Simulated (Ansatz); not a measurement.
A calculation with Ansatz (development build ahead of 0.2.0).

```yaml
crystal:
  periodic: [false, false, false]
  atoms:
    - { symbol: Si, position_ang: [0.0, 0.0, 0.0] }
    - { symbol: Si, position_ang: [0.0, 0.0, 3.15] }
basis:
  gaussian: { orbitals: def2-SVP }
magnetization:
  spin_polarized: true
  initial_magnetization: 2
hamiltonian:
  xc: pbe0
scf:
  omitted_lower_state_checks: [stability, starts, atomic_configurations, cluster_reference, orbital_swaps, given_window_search, neighbouring_geometries, increment]
output:
  forces: true
```

The input is written out in the form of the current development build from the run's settings.

Output:

```json
{
  "Converged": "yes",
  "Total energy": "-578.34822 hartree",
  "Spin squared of the determinant": "2.004"
}
```

Forces (eV/Å):
| atom | Fx | Fy | Fz |
| --- | --- | --- | --- |
| Si1 | 0.000 | 0.000 | 2.743 |
| Si2 | 0.000 | 0.000 | -2.743 |

This is not the lowest solution: another run reaches a determinant 0.02 eV lower.
